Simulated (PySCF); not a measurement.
Published values to compare with (the computed states carry no symmetry labels, so the two lists aren't matched line by line):

```tsv
state	E (eV)	f	kind of transition	source
A 1Σu+	1.82		Te (adiabatic, minimum to minimum, no zero-point energy)	[1]
B 1Πu	2.52		Te (adiabatic, minimum to minimum, no zero-point energy)	[1]
C 1Πu	3.64		Te (adiabatic, minimum to minimum, no zero-point energy)	[1]
D 1Πu	4.15		Te (adiabatic, minimum to minimum, no zero-point energy)	[1]
```

[1] measured, gas; Huber, Herzberg, Constants of Diatomic Molecules, NIST Chemistry WebBook

Compound: sodium diatomic, Na₂.
SMILES: `[Na][Na]`

Method: TDDFT CAM-B3LYP/def2-SVPD, vertical, gas phase, core orbitals frozen in the response in PySCF. Isolated species at its PBE0-D3(BJ)/def2-SVP geometry, gas phase.

Computed singlets: 2.09 eV (f 0.638); 2.65 eV (f 1.121 summed over 2 states); 3.02 eV (f 0.000); 3.25 eV (f 0.000 summed over 2 states); 3.90 eV (f 0.030); 4.52 eV (f 0.000); 4.79 eV (f 0.195 summed over 2 states). Computed triplets (Tamm–Dancoff): 0.96, 1.78, 1.78 eV.

Adiabatic (Te) and 0-0 energies refer to the relaxed excited state and aren't the vertical quantity computed here.

All these states lie below the vertical ionisation energy of 5.09 eV (ΔSCF).
